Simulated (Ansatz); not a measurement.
# LiC+ (singlet): wave-function methods side by side at distance C1–Li2 = 2.036 Å, aug-cc-pVTZ

One table from this session's results is given with a row withheld; the runs are named, their logs left out.

Method: aug-cc-pVTZ, core rule «outside noble gas», up to 2 orbitals frozen; program: Ansatz 0.2.0, Gaussian basis.

Plan: UHF; CCSD(T) on RHF; CCSD(T) on UHF; BCCD(T) on RHF; CCSDT(Q) on RHF; CCSDT(Q) on UHF; Full CI.

43 further runs of the same task are left out: 19 for a known fault of the program, 12 that didn't finish, 12 set aside as unsound or not needed.

## The system

The geometry derives from a PBE0/def2-TZVP stationary point (not a proven minimum). One bond is set to the value named and the two fragments are kept rigid.

2 atoms, charge 1, spin multiplicity 1.

Atoms are counted from 1 here; the program's logs count them from 0.

Bond lengths: C1–Li2 2.036 Å.

The first run:

Input file in.yaml:

```yaml
crystal:
  periodic: [false, false, false]
  atoms:
    - {symbol: C, position_ang: [0.000000, 0.000000, 0.000000]}
    - {symbol: Li, position_ang: [0.000000, 0.000000, 2.036000]}
basis:
  gaussian: {orbitals: aug-cc-pVTZ}
total_charge: 1
magnetization: {spin_polarized: true, initial_magnetization: 0}
hamiltonian: {xc: hf}
output: {orbitals: {seedname: orbitals}}
```

On the command line:

```
> ansatz run in.yaml --threads 1 --pin off --events-out ev --progress --plain --max-ram 2393MiB
```

Steps of the session up to this table: UHF; CCSD(T) on RHF; CCSD(T) on UHF; BCCD(T) on RHF; CCSDT(Q) on RHF; CCSDT(Q) on UHF; Full CI.

One of the session's tables, all rows but one given; the rest of the session is left out.

| method | from FCI (kJ/mol) |
| --- | --- |
| RHF | +321.6 |
| RMP2 | +97.3 |
| RCCSD | +14.2 |
| RCCSD(T) | +5.2 |
| BCCD(T) | +5.2 |
| RCCSDT | +3.2 |
| RCCSDT(Q) | ? |
| FCI | 0 |

Q: Estimate the row for RCCSDT(Q) from the others.

As computed: from FCI (kJ/mol): +1.5. In the column «from FCI (kJ/mol)» it lies between FCI (0) and RCCSDT (+3.2).

Left out of the table: UHF, UMP2, UCCSD, UCCSD(T), UCCSDT, UCCSDT(Q) (another determinant or state than the rows shown).
